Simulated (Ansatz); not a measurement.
**CHF (singlet): from a generated start to a stationary point**

Where does this start of CHF (singlet) end when it is relaxed?

Program: Ansatz 0.2.0, Gaussian basis. Level of theory: RKS PBE0/def2-TZVP. These are calculated values, not measurements.

## (1) Starting geometry

3 atoms, charge 0, spin multiplicity 1.

Atoms are counted from 1 here; the program's logs count them from 0.

Bond lengths: C1–F2 1.299 Å, C1–H3 1.114 Å. Angles: F2–C1–H3 106.0°.

The start was built by rule and, where that kept it together, relaxed with GFN2-xTB. Sticks and bond lists go by distance. 

## (2) Relaxation

File in.yaml:

```yaml
crystal:
  periodic: [false, false, false]
  atoms:
    - {symbol: C, position_ang: [-0.745339, -0.158221, -0.002733]}
    - {symbol: F, position_ang: [0.536099, 0.055031, 0.001759]}
    - {symbol: H, position_ang: [-1.223264, 0.848099, -0.000599]}
basis:
  gaussian: {orbitals: def2-TZVP}
hamiltonian: {xc: pbe0}
relax: {f_tol: 0.004, max_steps: 80}
```

Started as:

```
$ ansatz run in.yaml --threads 1 --pin off --events-out ev --progress --plain --max-ram 2176MiB
```

Q: Predict the outcome of this session. Wanted: energy gained; shift from the start; total energy; dipole moment.

The runs gave:

| quantity | value |
| --- | --- |
| steps | 5 |
| energy gained | 0.018 eV |
| shift from the start (rms) | 0.022 Å |
| total energy | -3763.8220 eV |
| dipole moment | 1.50 D |

In words: The bonds of the start are those of the end. C1–H3 went from 1.114 to 1.126 Å. No vibrations were run, so this is a stationary point, not a proven minimum, and this spin need not be the ground state's.
